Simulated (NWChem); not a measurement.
# Extrapolating the UMP2 correlation energy of NO

```
N
O 1 1.1424
```
Charge 0, spin multiplicity 2.

Program: NWChem. The geometry was optimised at UPBE0/def2-SVP, a minimum by its harmonic frequencies.

The correlated methods keep 2 core orbitals frozen. The structure started from a generated list of species. The unpaired electrons of the parent sit in orbitals of symmetry b2 (C2v labels of the run); other states weren't searched. No SCF solution was tested for a lower state. Open-shell Hartree-Fock references start from PBE0 orbitals; any time given for them includes that run.

Worked example. The UMP2 correlation energy is -395.67 mHa in cc-pVTZ and -425.15 mHa in cc-pVQZ. The form E(X) = E∞ + A/X³ turns the pair into an estimate of the basis-set limit.

E∞ = (4³·(-425.15) − 3³·(-395.67))/(4³ − 3³) = -446.7 mHa. The larger basis holds 95 % of that, at about 5 times the processor time of the smaller one. This is a two-point estimate.
